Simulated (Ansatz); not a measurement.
This geometry of C₃H₈FNO (14 atoms, charge 0, multiplicity 1) is a first-order saddle point.

Computed with RKS B3LYP/def2-SVP in Ansatz 0.2.0.

```xyz
14
Properties=species:S:1:pos:R:3
C -0.067 -0.510 1.752
C -0.071 -0.417 0.234
N 1.163 -0.771 -0.357
O -0.478 0.957 -0.046
C -0.600 1.276 -1.367
F -1.702 0.653 -1.941
H 0.132 -1.543 2.071
H -1.032 -0.180 2.164
H 0.717 0.147 2.163
H -0.852 -1.072 -0.190
H 2.033 -0.515 0.089
H 1.208 -1.379 -1.159
H -0.750 2.366 -1.435
H 0.284 0.958 -1.951
```

(1) Which two structures does it join? (They come from a converged band through this point; their orientation in space is the band's.)

(2) How far does it lie above each of them?

## Answers

(1) No bond is made or broken. The height of N3 over the plane of its neighbours goes from 0.35 to -0.34 Å.

Initial state:

```xyz
14
Properties=species:S:1:pos:R:3
C -0.065 -0.539 1.688
C -0.036 -0.371 0.175
N 1.220 -0.691 -0.466
O -0.373 1.000 -0.068
C -0.639 1.308 -1.379
F -1.873 0.808 -1.767
H 0.168 -1.579 1.965
H -1.054 -0.275 2.094
H 0.681 0.127 2.153
H -0.809 -1.011 -0.287
H 2.018 -0.405 0.101
H 1.306 -1.685 -0.666
H -0.675 2.407 -1.456
H 0.118 0.877 -2.058
```

Final state:

```xyz
14
Properties=species:S:1:pos:R:3
C -0.115 -0.538 1.750
C -0.011 -0.446 0.238
N 1.244 -0.947 -0.232
O -0.255 0.955 -0.081
C -0.599 1.218 -1.375
F -1.884 0.786 -1.660
H 0.013 -1.579 2.077
H -1.091 -0.162 2.090
H 0.669 0.079 2.219
H -0.813 -1.035 -0.238
H 2.024 -0.385 0.109
H 1.301 -1.004 -1.247
H -0.565 2.311 -1.517
H 0.070 0.718 -2.106
```

(2) 0.065 eV above the first and 0.102 eV above the second. This is the barrier of this one path; another mechanism may lie lower.

The run took 2.5 min on 2 threads of Intel(R) Xeon(R) Platinum 8375C CPU @ 2.90GHz (Ice Lake), with other jobs on the host, peak memory 0.32 GiB.
